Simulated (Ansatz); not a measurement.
Cost and result for the atomization energy of CH4BCl (`BCCl`) (7 atoms, 6 bonds).

```xyz
7

B    -0.167   -0.397    0.832
C     0.044    0.200   -0.581
Cl    1.252    1.502   -0.735
H    -0.979   -1.271    0.933
H     0.435   -0.022    1.791
H    -0.910    0.585   -0.962
H     0.325   -0.598   -1.278
```

The species carries charge 0 and has multiplicity 1. The geometry is a stationary point of PBE0-D4/def2-TZVP. Program: Ansatz. All runs use 2 threads of an Arm Neoverse V1 on a shared host. Times are those of one run each, without the atoms' runs, and a repeat can differ threefold. Electronic energies, without spin–orbit coupling; frozen cores. CCSD(T)/CBS adds CCSD(T) − MP2 in def2-TZVPP to the MP2 limit, and its time is that of the two runs behind it. T1 = 0.009.

CCSD(T)/CBS is a level of theory with its own doubt, some kJ/mol a heavy atom from the limit and from the frozen cores, so smaller differences don't rank the functionals.

| level | functions | wall time |
| --- | --- | --- |
| LDA (SPW92)/def2-TZVPP | 160 | 0.85 s |
| CCSD(T)/def2-SVP | 66 | 1 s |
| PBE0-D4/def2-TZVPP | 160 | 1.8 s |
| BHLYP-D4/def2-TZVPP | 160 | 1.9 s |
| CAM-B3LYP-D4/def2-TZVPP | 160 | 2.2 s |
| PBE-QIDH/def2-TZVPP | 160 | 2.7 s |
| B2PLYP/def2-TZVPP | 160 | 2.8 s |
| ωB97X-V/def2-TZVPP | 160 | 5.5 s |
| B97M-V/def2-TZVPP | 160 | 6.5 s |
| ωB97M-V/def2-TZVPP (with forces) | 160 | 7 s |
| MP2/def2-QZVPP | 304 | 8.5 s |
| CCSD(T)/def2-TZVPP | 160 | 17 s |
| CCSD(T)/CBS(def2) | – | 26 s |

Problem. What atomization energy does each give, and how far from CCSD(T)/CBS? (Estimate.)

Solution. The calculation gave: 
```json
{"level": "LDA (SPW92)/def2-TZVPP", "atomization (kcal/mol)": "639.4", "difference from CCSD(T)/CBS": "75.9", "per bond": "12.7"}
{"level": "CCSD(T)/def2-SVP", "atomization (kcal/mol)": "536.7", "difference from CCSD(T)/CBS": "-26.8", "per bond": "-4.5"}
{"level": "PBE0-D4/def2-TZVPP", "atomization (kcal/mol)": "569.3", "difference from CCSD(T)/CBS": "5.8", "per bond": "1.0"}
{"level": "BHLYP-D4/def2-TZVPP", "atomization (kcal/mol)": "556.1", "difference from CCSD(T)/CBS": "-7.4", "per bond": "-1.2"}
{"level": "CAM-B3LYP-D4/def2-TZVPP", "atomization (kcal/mol)": "568.5", "difference from CCSD(T)/CBS": "5.0", "per bond": "0.8"}
{"level": "PBE-QIDH/def2-TZVPP", "atomization (kcal/mol)": "565.5", "difference from CCSD(T)/CBS": "2.0", "per bond": "0.3"}
{"level": "B2PLYP/def2-TZVPP", "atomization (kcal/mol)": "560.9", "difference from CCSD(T)/CBS": "-2.6", "per bond": "-0.4"}
{"level": "ωB97X-V/def2-TZVPP", "atomization (kcal/mol)": "567.2", "difference from CCSD(T)/CBS": "3.7", "per bond": "0.6"}
{"level": "B97M-V/def2-TZVPP", "atomization (kcal/mol)": "569.2", "difference from CCSD(T)/CBS": "5.7", "per bond": "1.0"}
{"level": "ωB97M-V/def2-TZVPP (with forces)", "atomization (kcal/mol)": "569.0", "difference from CCSD(T)/CBS": "5.5", "per bond": "0.9"}
{"level": "MP2/def2-QZVPP", "atomization (kcal/mol)": "565.7", "difference from CCSD(T)/CBS": "2.2", "per bond": "0.4"}
{"level": "CCSD(T)/def2-TZVPP", "atomization (kcal/mol)": "550.8", "difference from CCSD(T)/CBS": "-12.7", "per bond": "-2.1"}
{"level": "CCSD(T)/CBS(def2)", "atomization (kcal/mol)": "563.5", "difference from CCSD(T)/CBS": "0.0", "per bond": "0.0"}
```

In def2-TZVPP, CCSD(T) changes the Hartree–Fock value by +115.6 kcal/mol (the triples alone add +6.5 kcal/mol) and MP2 by +123.1 kcal/mol; breaking electron pairs costs correlation energy, which Hartree–Fock lacks. At CCSD(T), def2-SVP lies −26.8 kcal/mol from the extrapolated value and def2-TZVPP −12.6 kcal/mol: correlation converges slowly with the basis, and small sets miss more of it in the bonded molecule than in its fragments. From BLYP to BHLYP (50 % exact exchange), in def2-TZVPP and without D4, the atomization energy moves by −4.2 kcal/mol: exact exchange takes away binding that semilocal exchange gives to molecules.
